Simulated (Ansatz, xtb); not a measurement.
## Two isomers of C3H5ClF+

Structure I is `C[C+](F)CCl`, a singlet and structure II is `C[C+](Cl)CF`, a singlet. Both are isolated ions in the gas phase, relaxed with B3LYP-D3(BJ)/def2-SVP; the shapes shown needn't be the lowest conformers.

I (Å):

```yaml
atoms:
  - { symbol: C, position_ang: [-2.7615, 0.5677, -1.0027] }
  - { symbol: C, position_ang: [-1.6479, 1.2811, -0.3546] }
  - { symbol: C, position_ang: [-1.1055, 2.5764, -0.7385] }
  - { symbol: Cl, position_ang: [-4.0177, 1.4181, -0.0024] }
  - { symbol: F, position_ang: [-1.1028, 0.6887, 0.6340] }
  - { symbol: H, position_ang: [-2.9022, 0.8129, -2.0628] }
  - { symbol: H, position_ang: [-2.7791, -0.5101, -0.7966] }
  - { symbol: H, position_ang: [-0.1532, 2.3512, -1.2712] }
  - { symbol: H, position_ang: [-1.7682, 3.1252, -1.4184] }
  - { symbol: H, position_ang: [-0.8267, 3.1685, 0.1485] }
```

II (Å):

```yaml
atoms:
  - { symbol: C, position_ang: [0.4017, 1.4090, 0.0902] }
  - { symbol: C, position_ang: [-0.0360, 0.0265, 0.1384] }
  - { symbol: C, position_ang: [-1.1212, -0.3929, 1.0625] }
  - { symbol: Cl, position_ang: [0.6453, -1.1361, -0.8223] }
  - { symbol: F, position_ang: [-1.5779, 0.6547, 1.7798] }
  - { symbol: H, position_ang: [-0.4939, 2.0402, -0.0985] }
  - { symbol: H, position_ang: [1.2046, 1.6080, -0.6274] }
  - { symbol: H, position_ang: [0.6820, 1.7092, 1.1236] }
  - { symbol: H, position_ang: [-1.9348, -0.8560, 0.4624] }
  - { symbol: H, position_ang: [-0.7294, -1.1952, 1.7251] }
```

Energies in hartree; the thermal terms are from B3LYP-D3(BJ)/def2-SVP harmonic frequencies (ideal gas, rigid rotor, one conformer each, 298.15 K, 1 atm) and include the zero-point energy:

```
                              I           II
E, CCSD(T)/def2-SVP  −675.610323  −675.607764
    E, MP2/def2-SVP  −675.539669  −675.536733
  E, MP2/def2-TZVPP  −676.159353  −676.154140
  zero-point energy     0.074290     0.073001
       H(298 K) − E     0.081154     0.079964
       G(298 K) − E     0.044361     0.042831
```

Question: Correct the CCSD(T) difference for the basis set by the MP2 change, then work out ΔE, ΔE₀, ΔH and ΔG for I → II in kcal/mol (1 Eh = 627.51 kcal/mol) and the equilibrium ratio [II]/[I].

Answer: 1. Differences II − I: CCSD(T) +0.002559, MP2 in the small set +0.002936, MP2 in the large set +0.005213 Eh.
2. ΔE = +0.002559 + (+0.005213 − (+0.002936)) = +0.004836 Eh = +3.03 kcal/mol.
3. ΔE₀ = ΔE + ΔZPE = +0.004836 + (−0.001289) Eh = +2.23 kcal/mol.
4. ΔH = ΔE + (−0.001190) Eh = +2.29 kcal/mol.
5. ΔG = ΔE + (−0.001530) Eh = +2.07 kcal/mol, so ΔS = (ΔH − ΔG)/T = +3.0 J/(mol K).
6. kT = 0.9442 mEh, so K = [II]/[I] = exp(−ΔG/kT) = exp(−3.50) ≈ 0.03.

Structure I is favoured at this temperature. An error of 1 kcal/mol in ΔG would change K by a factor of 5.4. Mirror images and further conformers aren't counted.

As drawn, both hold the same kinds of bond in the same numbers.

Other levels gave ΔE = +2.0 (B3LYP-D3(BJ)/def2-SVP); +2.8 (HF/def2-SVP); +1.8 (MP2/def2-SVP); +1.6 (CCSD(T)/def2-SVP) kcal/mol. The correlated steps freeze 9 core orbitals. Programs: Ansatz 0.2.0.
